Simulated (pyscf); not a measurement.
# Addition across a multiple bond or ene-type step: `[BH2][OH]` + `[CH2]=[CH2]` -> `[BH2][O][CH2][CH3]`

Gas phase, singlet surface, charge 0. Bonds broken: O2–H5. Bonds formed: O2–C6, H5–C7. Structures and frequencies: ωB97X-D3(BJ)/def2-SVP in PySCF. Correlated levels are frozen-core, on RHF or UHF. ΔMP2 is the change of the MP2 total energy from the triple- to the quadruple-zeta basis.

Transition state (Å):

```xyz
11

B     -2.1725    -1.3435    -0.4697
O     -1.3618    -0.3840    -0.0220
H     -2.3881    -2.3291     0.2153
H     -2.6930    -1.2240    -1.5672
H     -0.5459     0.1570     0.8882
C     -0.4409     1.4184    -0.3103
C      0.1598     1.2812     0.9493
H      0.0703     1.1140    -1.2272
H     -1.3712     1.9760    -0.4456
H      1.2197     1.0096     0.9962
H     -0.2294     1.8769     1.7817
```

One imaginary mode, 1677i cm⁻¹; descent along it reached the two sides named, in the forms told below.

```tsv
bond	change	reactant side (Å)	saddle	product side
O2–H5	breaks	0.970	1.337	2.387
O2–C6	forms	3.4	2.045	1.431
H5–C7	forms	2.386	1.329	1.100
```

Electronic energies relative to the separated reactants (kcal/mol):

| level | barrier | reaction energy | reverse barrier |
|---|---|---|---|
| ωB97X-D3(BJ)/def2-TZVP | 50.7 | -21.0 | 71.8 |
| PBE/def2-TZVP | 40.0 | -18.7 | 58.7 |
| r²SCAN/def2-TZVP | 43.3 | -20.1 | 63.4 |
| B3LYP-D3(BJ)/def2-TZVP | 47.4 | -17.7 | 65.1 |
| PBE0-D3(BJ)/def2-TZVP | 45.9 | -22.0 | 67.8 |
| M06-2X/def2-TZVP | 52.4 | -19.8 | 72.2 |
| ωB97M-D3(BJ)/def2-TZVP | 50.5 | -18.2 | 68.7 |
| HF/def2-TZVP | 70.8 | -14.2 | 85.1 |
| MP2/def2-QZVPP | 52.4 | -18.0 | 70.3 |
| CCSD/def2-TZVPP | 58.1 | -16.8 | 74.8 |
| CCSD(T)/def2-TZVPP | 53.8 | -16.8 | 70.6 |
| CCSD(T)/def2-TZVPP + ΔMP2(QZVPP) | 53.7 | -16.7 | 70.4 |

With CCSD(T)/def2-TZVPP + ΔMP2(QZVPP) energies and thermal terms (ideal gas, 1 atm, RRHO with modes under 100 cm⁻¹ raised to 100, one conformer, R ln 2 for chiral ones without a mode under 150 cm⁻¹), in kcal/mol:

```json
[
 {"T (K)": "298", "ΔH‡": "50.8", "ΔG‡": "61.3", "ΔH": "-14.0", "ΔG": "-3.2"},
 {"T (K)": "600", "ΔH‡": "51.4", "ΔG‡": "71.6", "ΔH": "-13.9", "ΔG": "+7.8"},
 {"T (K)": "900", "ΔH‡": "52.3", "ΔG‡": "81.6", "ΔH": "-13.2", "ΔG": "+18.5"},
 {"T (K)": "1200", "ΔH‡": "53.2", "ΔG‡": "91.2", "ΔH": "-12.3", "ΔG": "+28.9"}
]
```

On the reactant side the descent ends in a complex, 4.2 kcal/mol under the separated species and 54.9 kcal/mol under the saddle at ωB97X-D3(BJ)/def2-TZVP. On the product side the descent ends in a point that may be a rotor saddle (no frequency run), 4.0 kcal/mol over the lowest minimum found and 67.8 kcal/mol under the saddle at ωB97X-D3(BJ)/def2-TZVP. The same reactants have a lower exit, to H₃C–CH₂–BH–OH (barrier +11.3 kcal/mol at ωB97M-D3(BJ)/def2-TZVP, against +50.5 kcal/mol here). H₂B–O–CH₂–CH₃ lies 32.2 kcal/mol over its isomer H₃C–B(CH₃)–OH (electronic energy, ωB97M-D3(BJ)/def2-TZVP). This is the saddle that the search found; another between the same sides may lie lower. The CCSD(T) − MP2 part came from Ansatz, without density fitting, on the same reference.
